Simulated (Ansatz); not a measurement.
Born–Oppenheimer molecular dynamics of CH6OSi (9 atoms, charge 0, multiplicity 1). It starts from a relaxed structure.

Method: Ansatz 0.2.0, RKS PBE0-D4/6-31G*.

```
ensemble             : NVT, Langevin thermostat
time step            : 1 fs
steps asked          : 150
set temperature      : 1500 K
friction             : 0.01 /fs
temperature schedule : 37 steps to 1500 K, then 113 steps to 375 K
seed                 : 74490
```

First frame:

```xyz
9
Properties=species:S:1:pos:R:3
Si -0.045 -0.064 -0.090
H -0.187 -0.255 1.387
O 1.558 0.052 -0.529
H 2.111 -0.706 -0.310
C -0.868 1.522 -0.625
H -1.934 1.511 -0.373
H -0.410 2.385 -0.131
H -0.776 1.662 -1.707
H -0.700 -1.240 -0.744
```

**Question.** How far do the bonds stretch over the last three quarters of this one trajectory? (Pairs bonded in most of those frames.)

**Answer.** 
```csv
bond,mean (Å),spread (Å),shortest,longest
Si1–H2,1.521,0.089,1.35,1.70
Si1–O3,1.683,0.049,1.60,1.76
Si1–C5,1.935,0.084,1.79,2.07
Si1–H9,1.502,0.037,1.42,1.58
O3–H4,0.992,0.079,0.85,1.14
C5–H6,1.107,0.036,1.03,1.17
C5–H7,1.121,0.072,0.98,1.27
C5–H8,1.112,0.047,1.02,1.20
```

Mean temperature of the second half: 1426 K. The schedule's set-point averaged 748 K over the second half and the system 1426 K, so it lags behind the ramp. A run of 0.15 ps of so small a system gives no equilibrium averages.

Run time: 5.1 min on 1 thread of Arm Neoverse V1, with other jobs on the host, peak memory 0.11 GiB.
